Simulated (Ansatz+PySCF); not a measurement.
Values are calculated unless marked as measured or tabulated.
Input for Ansatz (development build ahead of 0.2.0):

```yaml
crystal:
  periodic: [false, false, false]
  atoms:
    - { symbol: F, position_ang: [0.0, 0.0, -0.64656] }
    - { symbol: F, position_ang: [0.0, 0.0, 0.64656] }
basis:
  gaussian: { orbitals: cc-pVTZ }
total_charge: 1
magnetization:
  spin_polarized: true
  initial_magnetization: 1
hamiltonian:
  xc: hf
correlation:
  method: mp2
  frozen_orbitals: { F: 1 }
output:
  forces: true
```

The input is written out in the form of the current development build from the run's settings.

The run gave:

```json
{"Converged": "yes", "Reference energy": "-198.20640 hartree", "Correlation energy": "-0.45506 hartree", "Total energy": "-198.66145 hartree", "Spin squared of the determinant": "0.803", "Stability test": "minimum"}
```

Forces (eV/Å):
| atom | Fx | Fy | Fz |
| --- | --- | --- | --- |
| F1 | 0.000 | 0.000 | 7.039 |
| F2 | 0.000 | 0.000 | -7.039 |

Caution: forces differ strongly between restricted and unrestricted references; MP2 on this radical cation hangs on the determinant chosen; the determinant breaks the point group; another reference gives a lower total.
